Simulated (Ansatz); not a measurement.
A made-up structure of NaHS₂, closed shell:

```tsv
atom	x (Å)	y (Å)	z (Å)
Na1	0.7636	0.6157	1.3535
S2	-1.0101	-1.0320	0.5173
S3	-0.3891	0.5561	-0.6487
H4	0.6356	-0.1397	-1.2222
```

It is relaxed with PBE-D4/def2-SVP and then PBE0-D4/def2-TZVP (Ansatz 0.2.0). Atoms count as bonded within 1.22 times the sum of their covalent radii (H–H: 0.88 Å). The end point is not checked to be a true minimum.

**Question.** Does its bonding change? (A judgement: the text doesn't fix the answer.)

**Answer.** The calculation gives: No: no bond forms or breaks.

Where it ends: The first stage lowers the energy by 0.52 eV in 5 steps. It ends as NaHS₂ ([Na]1[S][SH]1):
Na1  (0.716, 0.590, 1.696)
S2  (-0.934, -0.949, 0.595)
S3  (-0.364, 0.506, -0.792)
H4  (0.583, -0.147, -1.499)
(Å)

Labels in which every atom is bracketed show which atoms are joined, not bond orders.

For scale, one of the runs: PBE0-D4/def2-TZVP relaxation, 112 basis functions, launched by `ansatz run in.yaml --threads 2 --pin off --events-out ev --progress --plain --max-ram 4352MiB`. Hardware: 2 CPU threads of an Arm Neoverse V2, shared host. Wall time about 8.5 s.
